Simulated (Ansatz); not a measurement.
Pt: Pt vacancy

Computed with Ansatz 0.2.0, DFT PBE, scalar-relativistic, plane waves, PAW. Run with 420 eV cutoff, 6×6×6 k-mesh, Gaussian smearing of 0.10 eV, no spin polarisation.

Host crystal, relaxed:

```
CELL_PARAMETERS angstrom
0.00000 1.98512 1.98512
1.98512 0.00000 1.98512
1.98512 1.98512 0.00000
ATOMIC_POSITIONS crystal
Pt 0.00000 0.00000 0.00000
```

Supercell of 27 atoms, rows in host cell vectors: 3 -3 0; 3 0 -3; 3 0 0. Atoms relax at the host's cell, keeping the symmetry that the supercell leaves at the site. The cell is small, so energies carry finite-size errors of tenths of an eV. The host is a metal. Atoms are taken from and returned to the elements' standard states.

Spin-orbit coupling is left out, which matters for the bands and energies of heavy elements.

Defect: Pt vacancy at (0.000, 0.000, 0.000) of the host cell.

(1) What is the formation energy of the neutral defect?

(2) Does the neutral defect carry a moment, and how do its surroundings relax?

Answers

(1) 0.69 eV.

(2) The neutral run had no spin polarisation, so a moment wasn't tested. The nearest neighbours before are 12 Pt at 2.81 Å; after relaxation the atoms near the site are 12 Pt at 2.74 Å; the largest move is 0.06 Å.

Cost: 2 runs of about 13 core-minutes in all, on Intel Xeon Processor @ 2.70GHz (shared hosts).